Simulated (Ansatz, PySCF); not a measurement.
Species: furan, C4H4O, charge 0, multiplicity 1. 
Geometry from a B3LYP-D3(BJ)/def2-TZVP (Ansatz, a first-principles code) optimisation:
```
C
C 1 1.3552
O 2 1.3615 1 110.34
C 3 1.3615 2 106.94 1 0.00
C 4 1.3552 3 110.34 2 0.00
H 4 1.0753 5 133.63 1 -180.00
H 2 1.0753 1 133.63 5 -180.00
H 5 1.0766 4 126.47 6 0.00
H 1 1.0766 2 126.47 7 0.00
```

Dipole moments at this geometry, in debye (magnitudes).

```json
[
 {"level": "PBE/def2-TZVPD", "program": "Ansatz", "dipole (D)": "0.57"},
 {"level": "r2SCAN/def2-TZVPD", "program": "Ansatz", "dipole (D)": "0.61"},
 {"level": "B3LYP/def2-TZVPD", "program": "Ansatz", "dipole (D)": "0.67"},
 {"level": "r2SCANh/def2-TZVPD", "program": "Ansatz", "dipole (D)": "0.63"},
 {"level": "M06-2X/def2-TZVPD", "program": "PySCF", "dipole (D)": "0.67"},
 {"level": "CAM-B3LYP/def2-TZVPD", "program": "Ansatz", "dipole (D)": "0.70"},
 {"level": "LC-wPBE/def2-TZVPD", "program": "Ansatz", "dipole (D)": "0.66"},
 {"level": "wB97X-V/def2-TZVPD", "program": "Ansatz", "dipole (D)": "0.65"},
 {"level": "CCSD(T)/aug-cc-pVDZ", "program": "Ansatz", "dipole (D)": "0.64"}
]
```

Measured: 0.66 D (NIST CCCBDB, as tabulated in the package chemicals), a vibrational average. This is an older compilation, not checked against later work.
